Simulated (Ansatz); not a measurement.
System: NO, charge 1, singlet. NO+ (parent SMILES [N]=O, singlet).
B3LYP-D3(BJ)/def2-TZVP minimum from Ansatz (an electronic-structure program):
```xyz
2

N      0.0000     0.0000    -0.5634
O      0.0000     0.0000     0.4930
```
Charge +1, spin multiplicity 1.

Total energies in aug-cc-pVTZ, 10 correlated electrons, 2 frozen orbitals. UHF or UKS for unpaired electrons; spin-orbit terms are left out. Correlated methods leave the cores frozen. No relativity.

| method | program | energy (Eh) | minus CCSDT(Q) (mEh) |
|---|---|---|---|
| HF | Ansatz | -128.96788 | 422.57 |
| MP2 | Ansatz | -129.37560 | 14.85 |
| CCSD | Ansatz | -129.36904 | 21.41 |
| CCSD(T) | Ansatz | -129.38878 | 1.67 |
| CCSDT(Q) | Ansatz | -129.39045 | 0.00 |

Rough core times of Ansatz's runs on a shared machine: CCSD(T) under 20 s, CCSDT(Q) 4 min.
